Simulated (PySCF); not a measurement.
Species: HCN.
SMILES: `C#N`

The calculation used PySCF 2.14.0, PBE0-D3(BJ)/def2-TZVP geometry optimisation, gas phase.

Masses are those of the commonest isotopes; rigid-rotor values at the optimised geometry. 

(1) What are the moment of inertia and the rotational constant?

(2) List the first levels of a rigid rotor in a Σ state.

(3) Where do the first rotational lines fall?

(4) Estimate the classical rotational partition function at 25 K, 50 K and 500 K.

Results:

(1) I = 11.238 u·Å², B = 505379 MHz·u·Å²/I = 44971 MHz (1.5001 cm⁻¹, or 2.158 K as hB/k).

(2) E(J) = BJ(J+1): J = 1: 3.000, J = 2: 9.001, J = 3: 18.001, J = 4: 30.002, J = 5: 45.003, J = 6: 63.004 cm⁻¹.

(3) The dipole is 3.03 D; J+1 ← J lies at 2B(J+1): 1 ← 0 at 89.94 GHz, 2 ← 1 at 179.89 GHz, 3 ← 2 at 269.83 GHz, 4 ← 3 at 359.77 GHz, 5 ← 4 at 449.71 GHz, 6 ← 5 at 539.66 GHz.

(4) Point group C∞v, symmetry number σ = 1; q = kT/(σhB), k/h = 20836.6 MHz/K: 11.6 at 25 K, 23.2 at 50 K, 232 at 500 K.

Stationary, but not proved a minimum. Zero-point vibration and centrifugal distortion are left out.
